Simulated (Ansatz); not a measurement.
Rock-salt RbCl: LDA at its full settings (plane-wave cutoff 520 eV, 10×10×10 k mesh, Fermi–Dirac smearing 0.01 eV, scalar-relativistic PAW data made under PBE) and at cheaper ones, in a cell of 2 atoms with Γ-centred meshes.

```csv
level and setting,equilibrium lattice constant a (Å),bulk modulus B0 (GPa)
LDA (Ansatz),6.377,21.8
LDA (2×2×2 k mesh) (Ansatz),6.408,21.1
LDA (4×4×4 k mesh) (Ansatz),6.378,21.8
```

Largest shifts from the full settings: lattice constant a +0.49 % (LDA (2×2×2 k mesh)), against a difference of -2.37 % of the full result from the reference 6.532 Å (measured, low temperature, not corrected to a static lattice; as tabulated in Doll and Stoll (1998), arXiv:cond-mat/9801031); bulk modulus -3.2 % (LDA (2×2×2 k mesh)), against a difference of +16.6 % of the full result from the reference 18.7 GPa (measured, 4 K, no zero-point or thermal correction; as tabulated in Doll and Stoll (1998), arXiv:cond-mat/9801031).

Ansatz's density-functional and Hartree–Fock values are scalar-relativistic unless marked +SOC, with PAW data made under PBE.

Run with cheap settings on purpose, which may leave them unconverged: LDA (2×2×2 k mesh), LDA (4×4×4 k mesh).

Ansatz is a first-principles code.
